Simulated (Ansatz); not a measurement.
Results of r²SCAN+rVV10 (plane waves, PAW; Ansatz, a program for electronic structure) for hcp Sc.

Settings: plane-wave cutoff 560 eV, 18×18×10 k mesh (along the axes of the cell as run), Fermi–Dirac smearing 0.05 eV, scalar-relativistic PAW data made under PBE.

The cell is scaled about its equilibrium volume:

Shape and atoms are relaxed at each volume.

```tsv
V (Å³/atom)	P (GPa)	c (Å)	a (Å)
23.699	2.43	5.092	3.278
24.193	1.16	5.134	3.299
24.687	0.00	5.174	3.319
25.180	-1.07	5.213	3.340
25.674	-2.06	5.252	3.360
```

Note: the bulk modulus comes from volumes at which shape and atoms were relaxed.
